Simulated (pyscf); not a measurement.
PySCF, gas phase, ωB97X-D3(BJ)/def2-SVP geometries.

Question: For the elementary gas-phase step H₂As–Ga(AsH₂)–AsH₂ (SMILES [AsH2][Ga]([AsH2])[AsH2]) + H₂ (SMILES [H][H]) → H₂As–GaH–AsH₂ (SMILES [AsH2][GaH][AsH2]) + AsH₃ (SMILES [AsH3]) (singlet surface; As–Ga, H–H broken, Ga–H, As–H formed), what barrier and reaction energy does ωB97M-D3(BJ)/def2-TZVP give, measured from the separated reactants?

Answer: ΔE‡ = 1.35 eV, ΔE = +0.43 eV. Zero-point energy shifts the barrier by +0.09 eV. It is a four-centre exchange, with an imaginary mode of 1212i cm⁻¹. On the product side the descent ends in a complex, 0.25 eV under the separated species and 0.93 eV under the saddle at ωB97X-D3(BJ)/def2-TZVP. At the saddle there is also a short Ga–H contact that neither side keeps. This is the saddle that the search found; another between the same sides may lie lower. Elements up to Kr have no core potential and no relativistic terms here.
